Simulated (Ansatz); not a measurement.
Process, species as SMILES: C(N)=O → N[C]=O + H atom
B3LYP-D3(BJ)/def2-TZVP geometries, fixed; electronic energies without zero-point terms.

Effect of the final integration grid (spheres per factor e of radius in core and valence, angular degree) at PBE/def2-TZVPP with Ansatz (a first-principles code), against the last row, where the bond dissociation energy is 95.28 kcal/mol. Species with rotatable bonds are taken in one conformer. Open shells are unrestricted. The default's grid is 13, 11, 36.

```json
[
 {"setting": "accuracy: medium (default)", "largest shift of a total energy (mEh)": "0.000", "shift of the bond dissociation energy (kcal/mol)": "0.000"},
 {"setting": "final_grid: 4, 3, 11", "largest shift of a total energy (mEh)": "1.298", "shift of the bond dissociation energy (kcal/mol)": "0.141"},
 {"setting": "final_grid: 6, 5, 17", "largest shift of a total energy (mEh)": "-0.130", "shift of the bond dissociation energy (kcal/mol)": "0.096"},
 {"setting": "final_grid: 8, 7, 23", "largest shift of a total energy (mEh)": "0.006", "shift of the bond dissociation energy (kcal/mol)": "0.002"},
 {"setting": "final_grid: 10, 9, 29", "largest shift of a total energy (mEh)": "0.003", "shift of the bond dissociation energy (kcal/mol)": "0.001"},
 {"setting": "final_grid: 18, 15, 47", "largest shift of a total energy (mEh)": "0.000", "shift of the bond dissociation energy (kcal/mol)": "0.000"},
 {"setting": "final_grid: 26, 22, 59", "largest shift of a total energy (mEh)": "0.000", "shift of the bond dissociation energy (kcal/mol)": "0.000"}
]
```

Within 0.02 kcal/mol in the bond dissociation energy: accuracy: medium (default); final_grid: 8, 7, 23; final_grid: 10, 9, 29; final_grid: 18, 15, 47. The largest shift is 1.298 mEh in a total energy and 0.141 kcal/mol in the difference.
